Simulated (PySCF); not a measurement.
# What each rung costs, and what it gives

Saddle point of CH₇BO, closed shell (BH₃O ([BH2][OH]) + CH₄ → CH₅B ([BH2][CH3]) + H₂O (still joined by a long B–O bond); bonds formed: B1–C6, O2–H5; bonds broken: H5–C6; bonds weakened to dative contacts: B1–O2), PBE0-D4/def2-TZVP structure:

B1  (0.141, 0.302, -0.751)
O2  (-1.425, 0.102, -0.738)
H3  (0.691, -0.524, -1.427)
H4  (0.414, 1.455, -0.914)
H5  (-0.737, -0.126, 0.273)
C6  (0.473, -0.087, 0.945)
H7  (-1.647, -0.721, -1.184)
H8  (0.410, -1.118, 1.304)
H9  (0.147, 0.604, 1.725)
H10  (1.532, 0.113, 0.767)
(Å)

Barriers are electronic and count from the start structure reached by relaxing down the imaginary mode.

Program: PySCF 2.14 with density fitting (its default auxiliary sets; JK sets also for MP2 and CCSD(T)). Basis: as named in each row. Cores are frozen in the correlated methods. B3LYP uses VWN-RPA correlation. Extrapolation: Hartree–Fock as exp(−7.88 √X), correlation as X^−2.97.

Times are rough, for one single point on 4 threads of a shared host (Intel Xeon).

The estimate by CCSD(T) at an estimated basis limit (MP2 extrapolated from triple and quadruple zeta, plus CCSD(T) − MP2 in triple zeta) is 2.274 eV.

```tsv
method	basis	time (s)	barrier (eV)	method less estimate
HF	STO-3G	2	3.545	1.271
MP2	def2-QZVPP	6	2.183	-0.091
B3LYP-D4	6-31G	6	2.446	0.172
PBE0-D4	def2-SVP	7	1.985	-0.289
PBE-D4	def2-SVP	8	1.823	-0.451
SPW92	def2-TZVPP	13	1.420	-0.854
CCSD(T)	def2-SVP	16	2.446	0.172
BHLYP-D4	def2-TZVPP	16	2.539	0.265
B3LYP-D4	def2-TZVPP	17	2.342	0.068
PBE-D4	def2-TZVPP	18	1.893	-0.381
PBE0-D4	def2-TZVPP	18	2.034	-0.240
r2SCAN-D4	def2-TZVPP	33	2.055	-0.219
CCSD(T)	def2-TZVPP	340	2.306	0.032
wB97M-V	def2-TZVPP	380	2.228	-0.046
```

All methods are single points on the PBE0-D4 structures.

No T1 diagnostic of these runs exceeds 0.013.

Labels in which every atom is bracketed show which atoms are joined, not bond orders.
